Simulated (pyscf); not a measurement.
# Substitution at C: H₃C–CH₂–Zn–OH + methyl (CH₃•) -> propane (H₃C–CH₂–CH₃) + [HO–Zn]•

Gas phase, doublet surface, charge 0. Bonds broken: C2–Zn3. Bonds formed: C2–C11. Single points on ωB97X-D3(BJ)/def2-SVP structures (PySCF, gas phase).

Transition state (Å):

```xyz
14

C      1.0682     0.3581    -0.7878
C     -0.1322     0.5458     0.1448
Zn    -1.5082    -0.9726    -0.6185
O     -2.8165    -2.2160    -0.6252
H      1.8927     1.0532    -0.5563
H      0.7905     0.5209    -1.8400
H      1.4752    -0.6623    -0.7169
H     -0.8868     1.3069    -0.0657
H     -0.2051    -0.0088     1.0851
H     -3.1049    -2.4999    -1.5001
C      0.6658     2.0065     1.3996
H     -0.1129     2.2267     2.1403
H      1.5617     1.5407     1.8281
H      0.8849     2.8463     0.7289
```

One imaginary mode, 1098i cm⁻¹; descent along it reached the two sides named.

```json
[
 {"bond": "C2–Zn3", "change": "breaks", "reactant side (Å)": "1.938", "saddle": "2.187", "product side": "3.3"},
 {"bond": "C2–C11", "change": "forms", "reactant side (Å)": "3.6", "saddle": "2.085", "product side": "1.527"}
]
```

Electronic energies relative to the separated reactants (eV):

```tsv
level	barrier	reaction energy	reverse barrier
ωB97X-D3(BJ)/def2-TZVP	1.32	-1.02	2.34
PBE/def2-TZVP	0.87	-1.09	1.96
r²SCAN/def2-TZVP	1.08	-0.94	2.02
B3LYP-D3(BJ)/def2-TZVP	1.05	-1.08	2.14
PBE0-D3(BJ)/def2-TZVP	1.07	-1.13	2.19
M06-2X/def2-TZVP	1.07	-1.27	2.34
ωB97M-D3(BJ)/def2-TZVP	1.26	-1.12	2.38
HF/def2-TZVP	1.97	-1.16	3.13
```

With ωB97M-D3(BJ)/def2-TZVP energies and thermal terms (ideal gas, 1 atm, RRHO with modes under 100 cm⁻¹ raised to 100, one conformer, R ln 2 for chiral ones without a mode under 150 cm⁻¹), in eV:

```tsv
T (K)	ΔH‡	ΔG‡	ΔH	ΔG
298	1.34	1.76	-0.94	-0.90
600	1.34	2.19	-1.01	-0.83
900	1.36	2.62	-1.04	-0.73
1200	1.38	3.03	-1.06	-0.62
```

One saddle was located; it need not be the lowest between these sides. The angle at the attacked C is 160°. Elements up to Kr have no core potential and no relativistic terms here.
